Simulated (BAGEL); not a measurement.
# C3H4ClN (SMILES [H]/N=C\C(=C)Cl): HF/STO-3G (density fitting with qzvpp-jkfit)

What is the energy change on altering one bond length of C3H4ClN at HF/STO-3G (density fitting with qzvpp-jkfit)? 

Program for the calculation: BAGEL 1.2.2.

2 further runs of the same task are left out: 2 set aside as unsound or not needed.

## (1) Starting point

C3H4ClN: 9 atoms, total charge 0, spin state singlet. SMILES: `[H]/N=C\C(=C)Cl`. Geometry: relaxed at GFN2-xTB. This is one conformer, not always the lowest.

Bond lengths: C1–C2 1.329 Å, C2–Cl3 1.736 Å, C2–C4 1.469 Å, C4–N5 1.254 Å, C1–H6 1.076 Å, C1–H7 1.076 Å, C4–H8 1.086 Å, N5–H9 1.021 Å. Angles: C1–C2–Cl3 120.6°, C1–C2–C4 123.7°, Cl3–C2–C4 115.7°, C2–C4–N5 128.3°, C2–C1–H6 120.4°, C2–C1–H7 122.4°, C2–C4–H8 114.4°, N5–C4–H8 117.3°, C4–N5–H9 114.5°, H6–C1–H7 117.2°.

## (2) The energy at HF/STO-3G (density fitting with qzvpp-jkfit)

File calc.json:

```json
{ "bagel" : [

{
  "title" : "molecule",
  "basis" : "sto-3g",
  "df_basis" : "qzvpp-jkfit",
  "angstrom" : "true",
  "geometry" : [
    { "atom" : "C", "xyz" : [      -0.386540,       0.158860,       1.487680 ] },
    { "atom" : "C", "xyz" : [       0.195130,       0.253800,       0.296550 ] },
    { "atom" : "Cl", "xyz" : [       1.568180,       1.290290,       0.062340 ] },
    { "atom" : "C", "xyz" : [      -0.253240,      -0.485980,      -0.891080 ] },
    { "atom" : "N", "xyz" : [       0.229440,      -0.464960,      -2.048290 ] },
    { "atom" : "H", "xyz" : [      -1.236850,      -0.485080,       1.629380 ] },
    { "atom" : "H", "xyz" : [      -0.038740,       0.709410,       2.343940 ] },
    { "atom" : "H", "xyz" : [      -1.114670,      -1.125850,      -0.721880 ] },
    { "atom" : "H", "xyz" : [       1.037310,       0.149520,      -2.158640 ] }
  ]
},

{
  "title" : "hf"
},

{
  "title" : "print",
  "file" : "orbitals.molden",
  "orbitals" : "true"
}

]}
```

Launch:

```sh
$ BAGEL_NUM_THREADS=1 BAGEL calc.json > calc.out
```

Standard output:

```text
* using 1 threads per process

  ===============================================================
  ===============================================================

  *** Geometry ***

  { "atom" : "C", "xyz" : [     -0.730455,      0.300202,      2.811308 ] },
  { "atom" : "C", "xyz" : [      0.368742,      0.479612,      0.560398 ] },
  { "atom" : "Cl", "xyz" : [      2.963431,      2.438295,      0.117806 ] },
  { "atom" : "C", "xyz" : [     -0.478554,     -0.918369,     -1.683897 ] },
  { "atom" : "N", "xyz" : [      0.433579,     -0.878647,     -3.870707 ] },
  { "atom" : "H", "xyz" : [     -2.337308,     -0.916668,      3.079082 ] },
  { "atom" : "H", "xyz" : [     -0.073208,      1.340591,      4.429405 ] },
  { "atom" : "H", "xyz" : [     -2.106421,     -2.127548,     -1.364155 ] },
  { "atom" : "H", "xyz" : [      1.960232,      0.282552,     -4.079238 ] },

  Number of auxiliary basis functions:      502

  Since a DF basis is specified, we compute 2- and 3-index integrals:
    o Being stored without compression. Storage requirement is 0.004 GB

  Number of basis functions:       33
  Number of electrons      :       46

    * METHOD: MOLECULE                             0.31

  *** RHF ***

  === Nuclear Repulsion ===
   199.8404020355

      * DIIS with orbital gradients will be used.

  === RHF iteration (sto-3g) ===
      0       -622.64845163          0.01819291           0.03
      1       -622.73392432          0.01122392           0.03
      2       -622.76943443          0.00136332           0.03
      3       -622.77082126          0.00038424           0.03
      4       -622.77092894          0.00015383           0.03
      5       -622.77094734          0.00005592           0.03
      6       -622.77094926          0.00001831           0.03
      7       -622.77094946          0.00000357           0.03
      8       -622.77094947          0.00000099           0.03
      9       -622.77094947          0.00000044           0.03
     10       -622.77094947          0.00000017           0.03
     11       -622.77094947          0.00000004           0.03
     12       -622.77094947          0.00000001           0.03
     13       -622.77094947          0.00000000           0.03
    * SCF iteration converged.

    * Permanent dipole moment:
           (    0.424449,     0.100604,    -0.770678) a.u.

    * METHOD: HF                                   0.60

    * METHOD: PRINT                                0.01

  ===============================================================
```

Wall time 1.1 s (1 thread of Arm Neoverse N1, shared host); peak memory 0.084 GiB.

## (3) The distorted shape

File input.json:

```json
{ "bagel" : [

{
  "title" : "molecule",
  "basis" : "sto-3g",
  "df_basis" : "qzvpp-jkfit",
  "angstrom" : "true",
  "geometry" : [
    { "atom" : "C", "xyz" : [   -0.162360,    0.528742,    2.081482 ] },
    { "atom" : "C", "xyz" : [    0.419310,    0.623682,    0.890352 ] },
    { "atom" : "Cl", "xyz" : [    1.792360,    1.660172,    0.656142 ] },
    { "atom" : "C", "xyz" : [   -0.253240,   -0.485980,   -0.891080 ] },
    { "atom" : "N", "xyz" : [    0.229440,   -0.464960,   -2.048290 ] },
    { "atom" : "H", "xyz" : [   -1.012670,   -0.115198,    2.223182 ] },
    { "atom" : "H", "xyz" : [    0.185440,    1.079292,    2.937742 ] },
    { "atom" : "H", "xyz" : [   -1.114670,   -1.125850,   -0.721880 ] },
    { "atom" : "H", "xyz" : [    1.037310,    0.149520,   -2.158640 ] }
  ]
},
{
  "title" : "hf"
},
{
  "title" : "print",
  "file" : "orbitals.molden",
  "orbitals" : "true"
}

]}
```

Launch:

```sh
$ BAGEL_NUM_THREADS=1 BAGEL input.json > input.out
```

Standard output:

```text
* using 1 threads per process

  ===============================================================
  ===============================================================

  *** Geometry ***

  { "atom" : "C", "xyz" : [     -0.306816,      0.999178,      3.933431 ] },
  { "atom" : "C", "xyz" : [      0.792381,      1.178588,      1.682521 ] },
  { "atom" : "Cl", "xyz" : [      3.387070,      3.137270,      1.239929 ] },
  { "atom" : "C", "xyz" : [     -0.478554,     -0.918369,     -1.683897 ] },
  { "atom" : "N", "xyz" : [      0.433579,     -0.878647,     -3.870707 ] },
  { "atom" : "H", "xyz" : [     -1.913669,     -0.217693,      4.201205 ] },
  { "atom" : "H", "xyz" : [      0.350431,      2.039566,      5.551528 ] },
  { "atom" : "H", "xyz" : [     -2.106421,     -2.127548,     -1.364155 ] },
  { "atom" : "H", "xyz" : [      1.960232,      0.282552,     -4.079238 ] },

  Number of auxiliary basis functions:      502

  Since a DF basis is specified, we compute 2- and 3-index integrals:
    o Being stored without compression. Storage requirement is 0.004 GB

  Number of basis functions:       33
  Number of electrons      :       46

    * METHOD: MOLECULE                             0.31

  *** RHF ***

  === Nuclear Repulsion ===
   180.6469155255

      * DIIS with orbital gradients will be used.

  === RHF iteration (sto-3g) ===
      0       -622.54546071          0.01498624           0.03
      1       -622.59246635          0.01124537           0.03
      2       -622.62560705          0.00198074           0.03
      3       -622.62824811          0.00055886           0.03
      4       -622.62853590          0.00024512           0.03
      5       -622.62857704          0.00010524           0.03
      6       -622.62858381          0.00002234           0.03
      7       -622.62858418          0.00000683           0.03
      8       -622.62858421          0.00000225           0.03
      9       -622.62858421          0.00000103           0.03
     10       -622.62858421          0.00000044           0.03
     11       -622.62858421          0.00000014           0.03
     12       -622.62858421          0.00000006           0.03
     13       -622.62858421          0.00000003           0.03
     14       -622.62858421          0.00000001           0.03
    * SCF iteration converged.

    * Permanent dipole moment:
           (    0.466357,     0.294146,    -0.267735) a.u.

    * METHOD: HF                                   0.63

    * METHOD: PRINT                                0.01

  ===============================================================
```

Wall time 1.1 s (1 thread of Arm Neoverse N1, shared host); peak memory 0.084 GiB.

## (4) Outcome

Level: HF/STO-3G (density fitting with qzvpp-jkfit).

| quantity | value |
| --- | --- |
| first shape: total energy | -622.77095 Eh |
| first shape: dipole moment | 2.25 D |
| first shape: HOMO energy | -8.69 eV |
| first shape: LUMO energy | 5.56 eV |
| first shape: HOMO–LUMO gap | 14.25 eV |
| distorted shape: total energy | -622.62858 Eh |
| distorted shape: dipole moment | 1.56 D |
| distorted shape: HOMO energy | -8.06 eV |
| distorted shape: LUMO energy | 5.13 eV |
| distorted shape: HOMO–LUMO gap | 13.18 eV |
| energy change with the C2–C4 bond stretched from 1.469 to 2.204 Å | 3.874 eV |

What this shows: With the C2–C4 bond stretched from 1.469 to 2.204 Å the energy rises by 3.87 eV (89 kcal/mol). The first shape isn't relaxed at this level, so the change isn't measured from a minimum. The minimal basis adds a large error of its own.
